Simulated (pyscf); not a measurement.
This saddle point was located with ωB97X-D3(BJ)/def2-SVP in PySCF.

```
Si
N 1 1.7058
H 2 1.0126 1 123.77
H 2 1.0135 3 115.02 1 -174.35
H 1 1.4811 2 132.25 3 -70.95
H 1 1.6258 5 105.59 2 -163.29
Si 6 1.6605 1 103.09 5 89.66
H 7 1.4881 6 109.52 1 -85.77
H 7 1.4927 8 118.98 6 -156.63
H 7 1.5100 8 105.30 9 -114.46
H 1 1.6550 5 87.10 6 79.79
Cl 1 2.1348 5 99.44 11 -168.33
```

Surface: singlet, charge 0. Lowest wavenumbers (cm⁻¹): 317i, 117, 165, 246, 291.

Problem. Name the species on either side of this saddle.

Solution. H₂N–SiH₂–Cl + SiH₄ <-> H₂N–SiH₂–Cl + SiH₄, a four-centre exchange read from left to right: H–Si, H–Si broken and H–Si, H–Si formed. At ωB97M-D3(BJ)/def2-TZVP it lies +170.0 kJ/mol from the left side and +170.0 kJ/mol from the right (each side as separated species at their lowest minima found). At the saddle there is also a short Si–Si contact that neither side keeps. One saddle was located; it need not be the lowest between these sides.
